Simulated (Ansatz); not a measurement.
System (SMILES): [PH2] (PH2), doublet.
Atoms: P1, H2, H3. Bonds: P1-H2, P1-H3.

How fast the highest harmonic wavenumber converges with the basis for several methods (Ansatz, a quantum-chemistry and plane-wave program): deviation from each method's own reference, in cm⁻¹. References: HF 2515 cm⁻¹, the value in def2-QZVPPD; MP2 2480 cm⁻¹, the value in def2-QZVPP; PBE 2320 cm⁻¹, the value in def2-QZVPPD; PBE0 2404 cm⁻¹, the value in def2-QZVPPD. Cartesian d functions, on some or all atoms, in 6-31G*, 6-311G**; all else is spherical. In correlated methods cores are frozen. Open shells are unrestricted. No added dispersion term, no relativity. Each level at its own minimum, unscaled; the references are large sets that could be run, not limits.

```
basis              functions  HF  MP2  PBE        PBE0
-----------------  ---------  --  ---  ---  ----------
6-31G*                    23  65   21   12  (withheld)
6-311G**                  39  13   17   -5  (withheld)
aug-cc-pV(D+d)Z           50  -1  -19    0  (withheld)
pcseg-2                   62  -2    8   -6  (withheld)
def2-TZVPPD               82  -3   -5    0  (withheld)
6-311++G(3df,3pd)         83  -1    0    0  (withheld)
aug-cc-pV(T+d)Z          101  -5  -13    0  (withheld)
def2-QZVPP               130   0    0    0  (withheld)
```

Problem. What belongs in the gaps?

Solution. 
- 6-31G*, PBE0: 28
- 6-311G**, PBE0: 0
- aug-cc-pV(D+d)Z, PBE0: 2
- pcseg-2, PBE0: -5
- def2-TZVPPD, PBE0: -1
- 6-311++G(3df,3pd), PBE0: 0
- aug-cc-pV(T+d)Z, PBE0: -1
- def2-QZVPP, PBE0: 0

Mean absolute deviation over 6-311G**, pcseg-2, def2-TZVPPD, 6-311++G(3df,3pd), aug-cc-pV(T+d)Z: PBE0 2, PBE 2, HF 5, MP2 9 cm⁻¹.
